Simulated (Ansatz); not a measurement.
Molecule: ammonia, NH$_{3}$ (charge 0, singlet). 
Coordinates optimised at B3LYP-D3(BJ)/def2-TZVP (Ansatz, a quantum-chemistry and plane-wave program):
```
N
H 1 1.0136
H 1 1.0136 2 107.33
H 1 1.0136 2 107.33 3 -115.09
```

Wanted: vertical ionisation energy (to the doublet state of charge +1; each state is the SCF solution reached for its spin; the molecule has degenerate orbitals, so one determinant may break the symmetry), in eV. Correlated levels leave the core frozen unless marked. Open shells are spin-unrestricted. No spin-orbit coupling. Non-relativistic. Basis-set limits of correlation are two-point, X^-3; Hartree-Fock from the larger set.

```csv
level,program,vertical ionisation energy (eV)
CCSD/aug-cc-pVDZ,Ansatz,…
"CCSD(T)/CBS(aug-cc-pVTZ,aug-cc-pVQZ)",Ansatz,…
```

Problem. Some entries are withheld; supply them.

Solution. 
- CCSD/aug-cc-pVDZ, vertical ionisation energy (eV): 10.64
- CCSD(T)/CBS(aug-cc-pVTZ,aug-cc-pVQZ), vertical ionisation energy (eV): 10.92
